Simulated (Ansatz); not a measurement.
`O=S(F)F`, charge 0, multiplicity 1.

(1) Give a relaxed structure at PBE0-D4/def2-TZVP (Ansatz 0.2.0). (An estimate is asked.)

## Answers

(1) The calculation gave: 
Z-matrix (Å, degrees):
```
S
O 1 1.419
F 1 1.588 2 106.5
F 1 1.588 2 106.5 3 98.3
```
Point group Cs.
